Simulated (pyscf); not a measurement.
Four-centre exchange: H₂B–CH₃ (SMILES BC) + HF (SMILES F) -> H₂B–CH₃ (SMILES BC) + HF (SMILES F)

Gas phase, singlet surface, charge 0. Bonds broken: C1–H3, F8–H9. Bonds formed: C1–H9, H3–F8. Single points on ωB97X-D3(BJ)/def2-SVP structures (PySCF, gas phase). MP2 and CC: frozen core, UHF for open shells. ΔMP2 is the change of the MP2 total energy from the triple- to the quadruple-zeta basis.

Transition state (Å):

```xyz
9

C     -0.1847     0.5149    -0.0967
B     -0.7518    -0.8858     0.2616
H      0.0140     0.6488     1.2583
H     -1.0044     1.0980    -0.5557
H      0.7469     0.5266    -0.6761
H     -0.0547    -1.8706     0.1912
H     -1.8920    -0.9877     0.6501
F      0.0655     1.6534     2.0041
H     -0.0892     1.5746     0.7427
```

One imaginary mode, 2432i cm⁻¹; descent along it reached the two sides named.

```csv
bond,change,reactant side (Å),saddle,product side
C1–H3,breaks,1.111,1.376,2.524
F8–H9,breaks,0.924,1.273,3.0
C1–H9,forms,3.4,1.355,1.104
H3–F8,forms,2.313,1.252,0.928
```

Electronic energies relative to the separated reactants (eV):

| level | barrier | reaction energy | reverse barrier |
|---|---|---|---|
| ωB97X-D3(BJ)/def2-TZVP | 2.62 | 0.00 | 2.62 |
| PBE/def2-TZVP | 2.07 | 0.00 | 2.07 |
| r²SCAN/def2-TZVP | 2.30 | 0.00 | 2.30 |
| B3LYP-D3(BJ)/def2-TZVP | 2.51 | 0.00 | 2.51 |
| PBE0-D3(BJ)/def2-TZVP | 2.39 | 0.00 | 2.39 |
| M06-2X/def2-TZVP | 2.62 | 0.00 | 2.62 |
| ωB97M-D3(BJ)/def2-TZVP | 2.57 | 0.00 | 2.57 |
| HF/def2-TZVP | 3.72 | 0.00 | 3.72 |
| MP2/def2-QZVPP | 2.64 | 0.00 | 2.64 |
| CCSD/def2-TZVPP | 2.94 | 0.00 | 2.94 |
| CCSD(T)/def2-TZVPP | 2.76 | 0.00 | 2.76 |
| CCSD(T)/def2-TZVPP + ΔMP2(QZVPP) | 2.75 | 0.00 | 2.75 |

With CCSD(T)/def2-TZVPP + ΔMP2(QZVPP) energies and thermal terms (ideal gas, 1 atm, RRHO with modes under 100 cm⁻¹ raised to 100, one conformer, R ln 2 for rigid chiral ones), in eV:

```json
[
 {"T (K)": "298", "ΔH‡": "2.61", "ΔG‡": "3.02", "ΔH": "0.00", "ΔG": "0.00"},
 {"T (K)": "600", "ΔH‡": "2.61", "ΔG‡": "3.45", "ΔH": "0.00", "ΔG": "0.00"},
 {"T (K)": "900", "ΔH‡": "2.63", "ΔG‡": "3.86", "ΔH": "0.00", "ΔG": "0.00"},
 {"T (K)": "1200", "ΔH‡": "2.66", "ΔG‡": "4.27", "ΔH": "0.00", "ΔG": "0.00"}
]
```

The same reactants have a lower exit, to H₃C–BH–F + H₂ (barrier +0.39 eV at ωB97M-D3(BJ), against +2.57 eV here). One saddle was located; it need not be the lowest between these sides. The CCSD(T) − MP2 part came from Ansatz, without density fitting, on the same reference.
